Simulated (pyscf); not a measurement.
Four-centre exchange: `[CH3][Si]([OH])([OH])[OH]` + `[CH3][Si]([OH])([OH])[OH]` -> `[CH3][Si]([OH])([OH])[O][Si]([CH3])([OH])[OH]` + `[OH2]`

Gas phase, singlet surface, charge 0. Bonds broken: Si2–O3, O14–H20. Bonds formed: Si2–O14, O3–H20. Optimised with ωB97X-D3(BJ)/def2-SVP in PySCF.

Transition state (Å):

```xyz
22

C     -1.5520     2.0186    -1.0022
Si    -1.6886     0.5417     0.1223
O     -1.6373    -0.7963    -1.2408
O     -3.2358     0.0457     0.5989
O     -1.3556     1.1863     1.6932
H     -2.3604     2.7350    -0.7849
H     -0.5966     2.5318    -0.8088
H     -1.5981     1.7430    -2.0652
H     -2.1712    -1.5799    -1.0626
H     -3.7925    -0.2790    -0.1154
H     -2.1602     1.2973     2.2106
C      0.9127    -1.3304     2.6590
Si     1.2438    -0.1198     1.3042
O     -0.0381    -0.2487     0.1767
O      2.6402    -0.5443     0.5322
O      1.3047     1.4705     1.7195
H     -0.0667    -1.1060     3.1088
H      0.8940    -2.3598     2.2681
H      1.6830    -1.2712     3.4427
H     -0.4464    -0.8532    -0.6660
H      3.0366     0.1364    -0.0220
H      0.3960     1.7760     1.9099
```

One imaginary mode, 838i cm⁻¹; descent along it reached the two sides named, in the forms told below.

```json
[
 {"bond": "Si2–O3", "change": "breaks", "reactant side (Å)": "1.674", "saddle": "1.911", "product side": "3.4"},
 {"bond": "O14–H20", "change": "breaks", "reactant side (Å)": "0.966", "saddle": "1.115", "product side": "1.921"},
 {"bond": "Si2–O14", "change": "forms", "reactant side (Å)": "2.9", "saddle": "1.831", "product side": "1.677"},
 {"bond": "O3–H20", "change": "forms", "reactant side (Å)": "2.096", "saddle": "1.324", "product side": "0.975"}
]
```

Electronic energies relative to the separated reactants (eV):

| level | barrier | reaction energy | reverse barrier |
|---|---|---|---|
| ωB97X-D3(BJ)/def2-TZVP | 0.76 | -0.31 | 1.08 |
| PBE/def2-TZVP | 0.79 | -0.15 | 0.94 |
| r²SCAN/def2-TZVP | 0.76 | -0.21 | 0.97 |
| B3LYP-D3(BJ)/def2-TZVP | 0.81 | -0.28 | 1.09 |
| PBE0-D3(BJ)/def2-TZVP | 0.72 | -0.25 | 0.98 |
| M06-2X/def2-TZVP | 0.78 | -0.24 | 1.02 |
| ωB97M-D3(BJ)/def2-TZVP | 0.81 | -0.24 | 1.05 |
| HF/def2-TZVP | 1.82 | -0.11 | 1.93 |

With ωB97M-D3(BJ)/def2-TZVP energies and thermal terms (ideal gas, 1 atm, RRHO with modes under 100 cm⁻¹ raised to 100, one conformer, R ln 2 for chiral ones without a mode under 150 cm⁻¹), in eV:

```json
[
 {"T (K)": "298", "ΔH‡": "0.80", "ΔG‡": "1.50", "ΔH": "-0.22", "ΔG": "-0.06"},
 {"T (K)": "600", "ΔH‡": "0.79", "ΔG‡": "2.21", "ΔH": "-0.22", "ΔG": "+0.09"},
 {"T (K)": "900", "ΔH‡": "0.80", "ΔG‡": "2.92", "ΔH": "-0.23", "ΔG": "+0.25"},
 {"T (K)": "1200", "ΔH‡": "0.83", "ΔG‡": "3.62", "ΔH": "-0.23", "ΔG": "+0.41"}
]
```

On the reactant side the descent ends in a complex (not fully relaxed), 0.31 eV under the separated species and 1.07 eV under the saddle at ωB97X-D3(BJ)/def2-TZVP. On the product side the descent ends in a bound adduct (not fully relaxed), 0.41 eV under the separated species and 1.49 eV under the saddle at ωB97X-D3(BJ)/def2-TZVP. This is the saddle that the search found; another between the same sides may lie lower.
